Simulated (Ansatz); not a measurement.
# One arrangement of a pair

The pair of N₂ (SMILES N#N, atoms 1–2) and N₂ (SMILES N#N, atoms 3–4), both closed shells, in one local arrangement (a lower one may exist), relaxed at PBE0-D4/def2-TZVP:

```tsv
atom	x (Å)	y (Å)	z (Å)
N1	0.3181	-0.2885	-1.6954
N2	-0.4353	0.3635	-2.1361
N3	-0.4155	-0.1844	1.6913
N4	0.5327	0.1094	2.1401
```

Program: Ansatz 0.2.0. Basis: def2-TZVPPD, with def2-QZVPPD for the basis limit. Cores are frozen in the correlated methods. B3LYP uses VWN-RPA correlation. Extrapolation: Hartree–Fock as exp(−7.88 √X), correlation as X^−2.97. Interaction energies count from these two fragments, frozen as in the pair, with the counterpoise correction; negative means bound.

(1) What is the interaction energy by CCSD(T) at an estimated basis limit (MP2 extrapolated from triple and quadruple zeta, plus CCSD(T) − MP2 in triple zeta)? (Judge from chemistry; the value comes from the calculation.)

(2) Which atoms make the shortest contact between the fragments?

No T1 diagnostic of these runs exceeds 0.014.

Results:

(1) The calculation gives: -1.0 kJ/mol. Hartree–Fock alone gives 1.0 kJ/mol at the basis limit, so without correlation the pair would not bind at this distance. It counts from the two fragments frozen as in the pair.

The same quantity by other methods in triple zeta, and each one's difference from that estimate:
```
   method  E_int (kJ/mol)  difference
   PBE-D4            -1.7        -0.7
revPBE-D4            -1.4        -0.4
  BLYP-D4            -0.6         0.4
r2SCAN-D4            -1.0         0.0
   B97M-V            -1.1        -0.1
  PBE0-D4            -1.4        -0.4
 B3LYP-D4            -0.9         0.1
 HSE06-D4            -1.4        -0.4
  wB97X-V            -1.3        -0.2
  wB97M-V            -1.0         0.0
   B2PLYP             0.1         1.1
       HF             1.0         2.0
      MP2            -1.2        -0.2
     CCSD            -0.6         0.5
  CCSD(T)            -0.9         0.1
```
Differences are method less estimate.

(2) N1 and N3, 3.47 Å apart.

Basis-set superposition shift (counterpoise-corrected less uncorrected): CCSD(T) 0.6; MP2 0.6; HF 0.1; PBE0-D4 0.1; wB97M-V 0.2 kJ/mol.

For scale, one of the runs: CCSD(T)/def2-TZVPPD, 148 basis functions, launched by `ansatz run in.yaml --threads 2 --pin off --events-out ev --progress --plain --max-ram 5222MiB`. Time: 16 s of wall clock on 2 CPU threads of an Arm Neoverse V1; the host was shared. Peak host memory: 1 GiB.
